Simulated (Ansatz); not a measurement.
A calculation with Ansatz (development build ahead of 0.2.0).

```yaml
crystal:
  periodic: [false, false, false]
  atoms:
    - { symbol: O, position_ang: [0.0, 0.0, 0.0] }
    - { symbol: H, position_ang: [0.0, 0.0, 2.06] }
basis:
  gaussian: { orbitals: "6-31G" }
total_charge: 1
magnetization:
  spin_polarized: true
  initial_magnetization: 2
hamiltonian:
  xc: hf
scf:
  omitted_lower_state_checks: [stability, starts, atomic_configurations, cluster_reference, orbital_swaps, given_window_search, neighbouring_geometries, increment]
output:
  forces: true
```

The input is written out in the form of the current development build from the run's settings.

Results

```json
{
  "Converged": "yes",
  "Total energy": "-74.85925 hartree",
  "Spin squared of the determinant": "2.703"
}
```

Forces (eV/Å):
```json
{"atom": "O1", "Fx": "0.000", "Fy": "0.000", "Fz": "1.188"}
{"atom": "H2", "Fx": "0.000", "Fy": "0.000", "Fz": "-1.188"}
```

Caution: the unrestricted determinant is spin contaminated.
